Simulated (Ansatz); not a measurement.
Born–Oppenheimer molecular dynamics of CH$_{5}$AlSi (8 atoms, charge 0, multiplicity 1). It starts at the highest image of a converged band. Of that band: The profile has 2 maxima (images 1, 5) with wells between them (image 3): this band takes more than one step, which may be the mechanism or a detour left from its start path. A vibrational analysis at the climbing image gives 2 clearly imaginary modes (111i, 59i cm⁻¹): a point of higher order, so a lower path passes nearby.

The calculation used Ansatz, RKS r2SCANh/cc-pVDZ.

```
ensemble                      : NVE (velocity Verlet)
time step                     : 0.5 fs
steps asked                   : 200
starting velocities drawn for : 100 K
seed                          : 4079
```

Frames 2.5 fs apart, positions in Å, forces in eV/Å.

Velocities at 55.0 fs (Å/ps):

```
C -1.16 -2.17 2.20
Al -0.40 -0.23 -0.93
Si -0.14 0.70 -0.02
H 9.15 8.73 7.84
H 8.28 -0.62 5.54
H 3.13 0.64 -0.70
H 1.41 0.19 -3.42
H 6.66 3.44 -10.13
```

```xyz
8
Properties=species:S:1:pos:R:3:forces:R:3 time_fs=55.0 energy_less_start_eV=0.043 T=46
C -0.206 -0.064 -0.846 0.92 0.88 0.05
Al -0.466 0.494 1.066 0.21 0.61 -0.52
Si 0.749 -1.656 -0.854 0.28 -0.25 0.02
H -1.218 -0.153 -1.232 -0.62 -0.12 -0.23
H 0.318 0.820 -1.309 -0.41 -0.48 0.39
H -0.283 2.047 1.409 0.00 -0.12 -0.06
H 2.141 -0.985 -0.608 -0.23 -0.06 -0.02
H -0.860 -0.481 2.201 -0.15 -0.45 0.38
8
Properties=species:S:1:pos:R:3:forces:R:3 time_fs=57.5 energy_less_start_eV=0.041 T=48
C -0.206 -0.067 -0.840 0.84 0.67 0.20
Al -0.467 0.494 1.063 0.26 0.63 -0.50
Si 0.749 -1.654 -0.854 0.22 -0.38 -0.01
H -1.219 -0.135 -1.222 -0.67 -0.15 -0.28
H 0.327 0.804 -1.284 -0.26 -0.16 0.19
H -0.276 2.045 1.406 -0.02 -0.11 -0.06
H 2.138 -0.986 -0.617 -0.18 -0.02 0.00
H -0.849 -0.488 2.189 -0.19 -0.49 0.46
8
Properties=species:S:1:pos:R:3:forces:R:3 time_fs=60.0 energy_less_start_eV=0.029 T=63
C -0.203 -0.067 -0.834 -0.81 -0.20 0.13
Al -0.467 0.496 1.059 0.11 0.16 -0.07
Si 0.750 -1.654 -0.855 0.03 -0.52 -0.04
H -1.254 -0.126 -1.226 0.52 -0.07 0.17
H 0.321 0.782 -1.249 0.24 0.70 -0.30
H -0.269 2.037 1.399 -0.02 0.00 -0.02
H 2.125 -0.988 -0.626 0.00 0.07 0.03
H -0.848 -0.521 2.202 -0.07 -0.14 0.10
8
Properties=species:S:1:pos:R:3:forces:R:3 time_fs=62.5 energy_less_start_eV=0.038 T=51
C -0.203 -0.067 -0.826 -0.88 0.02 -0.15
Al -0.467 0.498 1.055 -0.04 -0.35 0.40
Si 0.750 -1.654 -0.855 -0.11 -0.57 -0.08
H -1.263 -0.122 -1.221 0.77 -0.05 0.25
H 0.326 0.796 -1.229 0.07 0.43 -0.22
H -0.264 2.029 1.391 -0.02 0.11 0.03
H 2.111 -0.985 -0.634 0.16 0.13 0.06
H -0.852 -0.563 2.221 0.06 0.27 -0.29
8
Properties=species:S:1:pos:R:3:forces:R:3 time_fs=65.0 energy_less_start_eV=0.046 T=42
C -0.206 -0.068 -0.820 0.61 0.86 -0.25
Al -0.467 0.499 1.052 -0.09 -0.55 0.65
Si 0.750 -1.656 -0.855 -0.09 -0.44 -0.09
H -1.232 -0.121 -1.205 -0.25 -0.09 -0.15
H 0.334 0.833 -1.221 -0.43 -0.47 0.14
H -0.260 2.027 1.385 -0.02 0.14 0.06
H 2.107 -0.976 -0.637 0.17 0.09 0.07
H -0.852 -0.590 2.224 0.11 0.46 -0.44
8
Properties=species:S:1:pos:R:3:forces:R:3 time_fs=67.5 energy_less_start_eV=0.045 T=43
C -0.207 -0.064 -0.814 1.13 0.74 -0.10
Al -0.467 0.499 1.050 -0.05 -0.38 0.64
Si 0.750 -1.658 -0.855 0.05 -0.18 -0.06
H -1.215 -0.125 -1.196 -0.85 -0.12 -0.37
H 0.318 0.846 -1.207 -0.34 -0.47 0.09
H -0.257 2.033 1.381 -0.04 0.06 0.05
H 2.112 -0.961 -0.637 0.03 -0.03 0.05
H -0.846 -0.590 2.203 0.07 0.37 -0.30
8
Properties=species:S:1:pos:R:3:forces:R:3 time_fs=70.0 energy_less_start_eV=0.025 T=67
C -0.204 -0.057 -0.809 -0.41 -0.37 -0.21
Al -0.467 0.498 1.050 0.03 0.07 0.38
Si 0.751 -1.661 -0.856 0.18 0.08 -0.02
H -1.240 -0.136 -1.206 0.16 -0.03 0.08
H 0.285 0.836 -1.190 0.24 0.42 -0.34
H -0.256 2.042 1.382 -0.05 -0.06 0.03
H 2.119 -0.948 -0.634 -0.10 -0.14 0.01
H -0.837 -0.570 2.164 -0.05 0.04 0.09
8
Properties=species:S:1:pos:R:3:forces:R:3 time_fs=72.5 energy_less_start_eV=0.057 T=27
C -0.202 -0.051 -0.806 -1.07 -0.69 -0.49
Al -0.468 0.497 1.050 0.14 0.53 0.04
Si 0.751 -1.664 -0.857 0.21 0.26 0.00
H -1.257 -0.148 -1.213 0.76 0.06 0.35
H 0.264 0.847 -1.191 0.34 0.51 -0.40
H -0.258 2.049 1.383 -0.06 -0.14 0.01
H 2.120 -0.943 -0.630 -0.14 -0.19 0.00
H -0.831 -0.548 2.132 -0.18 -0.34 0.50
8
Properties=species:S:1:pos:R:3:forces:R:3 time_fs=75.0 energy_less_start_eV=0.043 T=45
C -0.204 -0.049 -0.804 0.06 0.22 -0.69
Al -0.467 0.498 1.050 0.15 0.58 -0.01
Si 0.752 -1.666 -0.857 0.12 0.34 0.00
H -1.236 -0.159 -1.202 0.08 0.01 0.07
H 0.261 0.882 -1.213 -0.12 -0.49 0.06
H -0.264 2.047 1.386 -0.05 -0.11 0.02
H 2.114 -0.949 -0.627 -0.05 -0.16 0.00
H -0.835 -0.544 2.127 -0.20 -0.40 0.55
8
Properties=species:S:1:pos:R:3:forces:R:3 time_fs=77.5 energy_less_start_eV=0.043 T=46
C -0.207 -0.046 -0.806 1.09 0.48 -0.44
Al -0.467 0.499 1.051 0.02 0.15 0.28
Si 0.753 -1.668 -0.858 -0.07 0.32 -0.02
H -1.211 -0.168 -1.187 -0.86 -0.09 -0.30
H 0.252 0.893 -1.234 -0.22 -0.74 0.22
H -0.272 2.039 1.390 -0.02 0.01 0.05
H 2.105 -0.965 -0.623 0.13 -0.07 0.02
H -0.850 -0.563 2.153 -0.06 -0.07 0.18
8
Properties=species:S:1:pos:R:3:forces:R:3 time_fs=80.0 energy_less_start_eV=0.025 T=67
C -0.204 -0.040 -0.811 0.07 -0.51 -0.20
Al -0.467 0.501 1.052 -0.15 -0.33 0.58
Si 0.754 -1.669 -0.859 -0.24 0.26 -0.02
H -1.229 -0.182 -1.186 -0.23 0.00 -0.06
H 0.233 0.865 -1.245 0.21 0.13 -0.15
H -0.281 2.032 1.397 0.00 0.12 0.07
H 2.103 -0.985 -0.617 0.24 0.03 0.03
H -0.869 -0.585 2.190 0.09 0.30 -0.24
8
Properties=species:S:1:pos:R:3:forces:R:3 time_fs=82.5 energy_less_start_eV=0.051 T=35
C -0.202 -0.038 -0.816 -1.01 -1.20 -0.13
Al -0.467 0.503 1.055 -0.23 -0.50 0.66
Si 0.755 -1.669 -0.860 -0.23 0.22 0.00
H -1.259 -0.195 -1.189 0.69 0.15 0.25
H 0.225 0.844 -1.264 0.43 0.69 -0.39
H -0.291 2.031 1.407 0.01 0.14 0.06
H 2.116 -1.003 -0.611 0.18 0.05 0.00
H -0.883 -0.591 2.213 0.16 0.44 -0.45
```

Of the whole run (100 fs, mean temperature of the second half 50 K): The conserved energy stayed within 0.089 meV per atom of its start (net change 0.053 meV per atom), so the integration is sound. The temperature averaged 0.50 of the 100 K drawn at the start: a run that starts near a minimum puts about half its kinetic energy into the potential. A run of 0.1 ps of so small a system gives no equilibrium averages. The orbitals stay closed-shell, which can raise the energy where a bond breaks towards radicals; this wasn't checked here.

Run time: 8.2 min on 2 threads of Arm Neoverse V1, with other jobs on the host, peak memory 0.16 GiB.
